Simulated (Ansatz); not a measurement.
Working through a rigid torsion scan of C3H4O2, SMILES COC=C=O

With Ansatz's Python interface.

Interactive session:
```pycon
>>> import ansatz as az
>>> from ase import Atoms
>>> BASIS_SET = "def2-SVP"
>>> FUNCTIONAL = "PBE0"
>>> FMAX = 0.02
>>> atoms = Atoms(["C", "O", "C", "C", "O", "H", "H", "H", "H"], positions=[
...     (-1.3532, 0.3979, -0.1627),
...     (0.0391, 0.6998, -0.1567),
...     (0.806, -0.3929, 0.1323),
...     (2.0936, -0.2473, 0.1682),
...     (3.264, -0.1391, 0.2063),
...     (-1.8993, 1.3155, -0.4002),
...     (-1.6793, 0.0482, 0.8228),
...     (-1.5855, -0.3493, -0.9293),
...     (0.3146, -1.3328, 0.3193),
... ])
>>> # relax first, so that the scan starts from a minimum
>>> first = (
...     az.Crystal.molecule_from_ase(atoms).calculation()
...     .basis(gaussian=BASIS_SET)
...     .functional(FUNCTIONAL)
...     .relax(force_tolerance=FMAX, max_steps=80)
... )
>>> atoms.positions = first.run(threads=1).report["positions_ang"]
>>> start = atoms.get_dihedral(2, 1, 0, 5)
>>> energies = {}
>>> for turn in range(0, 121, 15):
...     turned = atoms.copy()
...     turned.set_dihedral(2, 1, 0, 5, start + turn, indices=[0, 5, 6, 7])
...     calc = (
...         az.Crystal.molecule_from_ase(turned).calculation()
...         .basis(gaussian=BASIS_SET)
...         .functional(FUNCTIONAL)
...     )
...     energies[round((start + turn) % 360)] = calc.run(threads=1).report["free_energy_ev"]
...
>>> floor = min(energies.values())
>>> print("dihedral C2-O1-C0-H5 (deg)   E - E(min) (kJ/mol)")
dihedral C2-O1-C0-H5 (deg)   E - E(min) (kJ/mol)
>>> for angle, e in sorted(energies.items()):
...     print(f"{angle:8d} {96.485332 * (e - floor):14.3f}  " + "#" * int(30 * (e - floor) / max(max(energies.values()) - floor, 1e-9)))
...
     181          0.000
     196          1.295  ###
     211          4.596  #############
     226          8.151  ########################
     241         10.092  ##############################
     256          9.571  ############################
     271          7.225  #####################
     286          4.676  #############
     301          3.596  ##########
```

The scan is rigid and the energies are electronic, in a modest basis. With rigid groups the curve can differ much from the relaxed path, the start wasn't checked as a minimum of this torsion, and equivalent turns needn't return to the same energy. Wall time of the script: 100 s on 1 thread of Intel(R) Xeon(R) Platinum 8259CL CPU @ 2.50GHz (Skylake/Cascade Lake), on a shared host, peak memory 0.26 GiB.
